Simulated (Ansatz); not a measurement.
Born–Oppenheimer molecular dynamics of C3H4F2O (10 atoms, charge 0, multiplicity 1). It starts at the highest image of a converged band. Of that band: The profile has 2 maxima (images 1, 5) with wells between them (image 3): this band takes more than one step, which may be the mechanism or a detour left from its start path. Neighbouring images differ by up to 2.7 eV, so the band resolves the path poorly. A vibrational analysis at the climbing image gives one clearly imaginary mode, 1150i cm⁻¹: a first-order saddle point.

Theory: RKS revPBE-D4/6-31G (Ansatz 0.2.0).

```json
{"ensemble": "NVE (velocity Verlet)", "time step": "0.5 fs", "steps asked": "200", "starting velocities drawn for": "100 K", "seed": "8479"}
```

First frame:

```xyz
10
Properties=species:S:1:pos:R:3
F -0.438 -1.624 1.906
C -0.550 -0.402 1.140
C -0.145 -0.591 -0.269
O 1.552 0.217 -0.753
C 0.168 0.652 -1.035
F -0.178 0.643 -2.410
H -1.623 -0.103 1.131
H 0.018 0.384 1.676
H 1.257 -0.893 -0.743
H 0.023 1.665 -0.640
```

Q: How far do the bonds stretch over the last three quarters of this one trajectory? (Pairs bonded in most of those frames.)

A: 
```csv
bond,mean (Å),spread (Å),shortest,longest
F1–C2,1.456,0.026,1.41,1.52
C2–C3,1.523,0.058,1.42,1.63
C2–H7,1.109,0.012,1.09,1.13
C2–H8,1.106,0.014,1.08,1.13
C3–O4,1.609,0.124,1.39,1.82
C3–C5,1.507,0.075,1.36,1.63
C3–H9,1.179,0.113,0.98,1.38
O4–C5,1.450,0.070,1.33,1.55
C5–F6,1.433,0.071,1.32,1.58
C5–H10,1.099,0.019,1.06,1.13
```

Mean temperature of the second half: 1306 K. The conserved energy stayed within 0.79 meV per atom of its start (net change 0.13 meV per atom), so the integration is sound. The system heated up, since it started high on the potential surface and ran downhill. A run of 0.1 ps of so small a system gives no equilibrium averages. The orbitals stay closed-shell, which can raise the energy where a bond breaks towards radicals; this wasn't checked here. Limits of this set-up: no polarisation functions.

The run took 8.9 min on 1 thread of Arm Neoverse V1, with other jobs on the host, peak memory 0.11 GiB.
